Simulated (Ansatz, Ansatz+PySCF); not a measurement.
```xyz
6

C     0.0000   -0.0296   -0.6489
O     0.0000   -0.0656    0.7479
H     0.0000   -1.0687   -1.0110
H    -0.8949    0.4658   -1.0751
H     0.8949    0.4658   -1.0751
H     0.0000    0.8400    1.0713
```

RHF on singlet CH₄O was run in several spherical basis sets with Ansatz (development build ahead of 0.2.0).

Q: Rank the basis sets by the total energy that they give, lowest first, with the distance from the lowest.
A. cc-pVTZ
B. 6-31G(d)
C. def2-SVP
D. cc-pVDZ
E. def2-TZVP

A: E (0.00 eV), A (0.08 eV), D (1.16 eV), B (1.59 eV), C (3.74 eV).

Totals follow the description of the cores as much as that of the bonds, so this order isn't one of quality for chemistry.
